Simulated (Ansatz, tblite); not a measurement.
Cost and result up the ladder for MgCl2⁺ (3 atoms). The state is a doublet with charge 1. Geometry: r2SCAN-D4/def2-TZVP.

| atom | x (Å) | y (Å) | z (Å) |
| --- | --- | --- | --- |
| Mg1 | 0.632 | 0.911 | 0.234 |
| Cl2 | -1.408 | 0.401 | -0.501 |
| Cl3 | 0.776 | -1.312 | 0.267 |

Ansatz on 4 threads of Arm Neoverse V2 on a shared host; xTB runs through tblite on one thread. Times are rough, summed over both states, and most runs start from the orbitals of an earlier one. RPA@PBE/def2-TZVP serves as the yardstick here, not as an exact answer. Differences are given only for rows in sets of like size (and for xTB, whose basis is part of the method), since another set adds its own error. The other state is a quartet at its own geometry, which has other bonds, so the gap mixes isomer and spin.

The xTB rows come from tblite. HSE06 is defined as in plane-wave codes, on full-range PBE exchange. Correlated methods freeze 11 core orbitals; core or outer-core shells of Mg are correlated, in sets that lack core-valence functions. In the quartet, Cl2 and Cl3 lie 2.43 Å apart (atoms count from 1), so these atoms are partly bonded to each other. The structure comes from a short search, and lower isomers may exist.

Run but left out: HF/def2-TZVPP, MP2/def2-TZVPP, CCSD/def2-TZVPP, CCSD(T)/def2-TZVPP (flagged by the program: other roots).

Correlated methods converge slowly with the basis.

xTB has no spin-polarisation term.

```
                          level  functions  wall time  quartet − doublet (eV)  difference from RPA@PBE/def2-TZVP (eV)
                       GFN1-xTB         22    0.004 s                    1.89                                   -1.13
                       GFN2-xTB         27    0.005 s                    2.45                                   -0.57
                      HF/STO-3G         27      0.2 s                    3.79                                       –
          LDA (SPW92)/def2-TZVP        106      0.9 s                    3.23                                    0.21
                  MP2/def2-TZVP        106      1.4 s                    3.83                                    0.81
               PBE-D4/def2-TZVP        106      1.7 s                    3.10                                    0.08
              RPA@PBE/def2-TZVP        106      2.3 s                    3.02                                    0.00
             HSE06-D4/def2-TZVP        106      2.5 s                    3.35                                    0.33
         CAM-B3LYP-D4/def2-TZVP        106      3.7 s                    3.44                                    0.42
            r2SCAN-D4/def2-TZVP        106      4.2 s                    3.35                                    0.33
PBE0-D4/def2-TZVP (with forces)        106      4.6 s                    3.36                                    0.34
           r2SCANh-D4/def2-TZVP        106      4.9 s                    3.41                                    0.39
           r2SCAN0-D4/def2-TZVP        106      7.3 s                    3.49                                    0.47
```
